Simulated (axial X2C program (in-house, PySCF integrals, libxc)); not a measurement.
Levels of BCl⁻ by electron attachment to BCl (EOM-EA-CCSD)

Calculated with an in-house all-electron X2C program for linear molecules (integrals from PySCF): two-component X2C with atomic mean-field Coulomb and Gaunt terms, Gaussian nuclei, basis Cl dyall-av3z, B dyall-av3z with contracted cores.

R = 1.724 Å (near the PBE0 minimum at charge 0 of the determinant lowest at the starting distance; the state shown can have its own minimum elsewhere).

Levels of BCl⁻ obtained by attaching an electron to BCl:

```json
{"Ω": "1/2", "binding energy (eV)": "-0.395", "above lowest (cm⁻¹)": "0", "attached spinor": "76% B pπ, 11% Cl dπ", "one-particle weight": "0.94"}
{"Ω": "3/2", "binding energy (eV)": "-0.398", "above lowest (cm⁻¹)": "27", "attached spinor": "76% B pπ, 11% Cl dπ", "one-particle weight": "0.94"}
{"Ω": "1/2", "binding energy (eV)": "-0.748", "above lowest (cm⁻¹)": "2848", "attached spinor": "54% B pσ, 32% B sσ, 10% Cl pσ", "one-particle weight": "0.99"}
{"Ω": "1/2", "binding energy (eV)": "-1.010", "above lowest (cm⁻¹)": "4960", "attached spinor": "58% B sσ, 40% B pσ", "one-particle weight": "0.99"}
{"Ω": "1/2", "binding energy (eV)": "-1.051", "above lowest (cm⁻¹)": "5289", "attached spinor": "89% B pπ", "one-particle weight": "0.97"}
{"Ω": "3/2", "binding energy (eV)": "-1.051", "above lowest (cm⁻¹)": "5290", "attached spinor": "89% B pπ", "one-particle weight": "0.97"}
{"Ω": "1/2", "binding energy (eV)": "-2.551", "above lowest (cm⁻¹)": "17385", "attached spinor": "72% Cl pσ, 10% Cl dσ, 8% B dσ", "one-particle weight": "0.99"}
```

Negative binding energies belong to unbound states, resonances or levels that the basis set holds; within some tenths of an eV of zero the sign is not settled.

This point took 14 s on 1 thread of Intel(R) Xeon(R) Processor @ 2.30GHz, on a shared host.

Reference electrons by ω block (each with its −ω partner): 1/2: 9, 3/2: 2. 10 electrons of BCl correlated (inner shells frozen), 92 natural virtual spinors (a truncated set); levels can be off by some tenths of an eV. Roots sought by Ω: (1/2: 5, 3/2: 4, 5/2: 2, 7/2: 1); rows need 60 % one-particle weight and stop where some Ω has no more roots. Missing are any skipped roots, higher Ω and states of a further excitation; these come out far too high here and may in truth be low or lowest. T1 of the reference 0.016 (Lee–Taylor). Number of frozen shells: Cl 2 s, 1 p; B 1 s.
